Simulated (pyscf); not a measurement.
Structures and frequencies: ωB97X-D3(BJ)/def2-SVP in PySCF.

SMILES: [NH2][Sb]([NH2])[OH]
```xyz
9

N      1.0497     0.7503     0.4858
Sb    -0.4197    -0.0972    -0.6531
N     -1.0578    -1.1116     0.9890
O     -1.5154     1.5559    -0.5616
H      1.8684     1.0682    -0.0301
H      1.3590     0.1133     1.2195
H     -1.8337    -1.7466     0.8098
H     -1.3187    -0.5016     1.7642
H     -1.1438     2.0969     0.1515
```

**Question.** What is the homolytic dissociation enthalpy (298 K, ωB97M-D3(BJ)/def2-TZVP) of the O–Sb bond of H₂N–Sb(NH₂)–OH (SMILES [NH2][Sb]([NH2])[OH]), to H₂N–Sb•–NH₂ + OH•?

**Answer.** O–Sb to H₂N–Sb•–NH₂ + OH•: 86.5 kcal/mol. The 7 functionals that were run give +84.8 (B3LYP-D3(BJ)) to +88.6 kcal/mol (ωB97X-D3(BJ)/def2-TZVP). Other isomers of H₂N–Sb•–NH₂ were not searched in full and may lie lower. Left out: the spin-orbit lowering of OH. Elements past Kr carry the def2 core potentials, without spin-orbit coupling.
